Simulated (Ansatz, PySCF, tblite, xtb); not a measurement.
Dissociation curve of AlCl3, SMILES [Cl][Al]([Cl])[Cl]. The Al1–Cl4 bond (Al1 also carries Cl, Cl; Cl4 carries nothing else) is varied alone, starting from the PBE0/def2-TZVP optimised geometry.

RMP2/3-21G = restricted MP2 (frozen core)/3-21G run with PySCF 2.14.0; GFN1-xTB (xtb); GFN2-xTB, 300 K electronic temperature (tblite); UCCSD(T) = CCSD(T) on UHF/cc-pVTZ, frozen core (Ansatz, a first-principles code).

Energies relative to the lowest point of each curve near equilibrium, in kJ/mol; the last columns give the difference from UCCSD(T):

```csv
R / Å,RMP2/3-21G,GFN1-xTB,GFN2-xTB,UCCSD(T),RMP2/3-21G − UCCSD(T),GFN1-xTB − UCCSD(T),GFN2-xTB − UCCSD(T)
1.65,456.2,352.9,308.8,325.7,130.4,27.2,-16.9
1.77,226.1,128.0,102.7,138.9,87.2,-11.0,-36.2
1.84,140.1,61.8,44.9,74.8,65.3,-13.0,-29.9
1.95,54.9,11.8,4.8,18.9,36.0,-7.1,-14.1
1.99,35.5,4.2,0.0,8.7,26.8,-4.5,-8.7
2.07,10.7,0.0,0.2,0.0,10.7,0.0,0.2
2.15,0.6,5.8,9.2,3.2,-2.6,2.5,6.0
2.20,0.0,12.8,17.7,9.7,-9.7,3.1,8.0
2.27,4.8,25.6,32.1,23.0,-18.2,2.6,9.1
2.41,28.3,58.1,66.1,59.5,-31.3,-1.4,6.6
2.58,71.1,103.9,111.2,112.8,-41.7,-8.9,-1.6
2.80,134.9,166.1,169.8,184.5,-49.6,-18.4,-14.7
3.16,235.4,259.8,256.3,294.2,-58.8,-34.4,-37.9
3.42,297.4,315.6,307.3,361.8,-64.5,-46.3,-54.5
3.73,358.5,368.3,354.7,422.1,-63.6,-53.8,-67.3
4.12,416.6,415.8,395.3,458.6,-42.0,-42.9,-63.4
4.49,453.7,445.6,417.4,469.5,-15.8,-23.8,-52.0
5.08,480.9,—,433.9,473.9,7.0,—,-39.9
5.56,480.9,—,439.2,474.5,6.4,—,-35.3
6.14,464.5,—,—,474.7,-10.2,—,—
7.13,416.2,—,—,474.9,-58.8,—,—
```

RMP2/3-21G is furthest from UCCSD(T) at 1.65 (130.4 kJ/mol, above); its mean absolute difference over the points is 39.8 kJ/mol.

GFN1-xTB is furthest from UCCSD(T) at 3.73 (-53.8 kJ/mol, below); its mean absolute difference over the points is 17.7 kJ/mol.

GFN2-xTB is furthest from UCCSD(T) at 3.73 (-67.3 kJ/mol, below); its mean absolute difference over the points is 26.4 kJ/mol.

Dashes: no converged value, or the column stops at the first point that the program doubted or that broke a chosen test of continuity, which isn't proof of a fault.

The restricted form behind RMP2/3-21G keeps the bonding electrons paired and can't separate into open-shell fragments. The unrestricted determinant behind UCCSD(T) is spin-contaminated at 3.16 to 7.13 Å (<S²> up to 1.0, against 0.00 for a pure singlet).
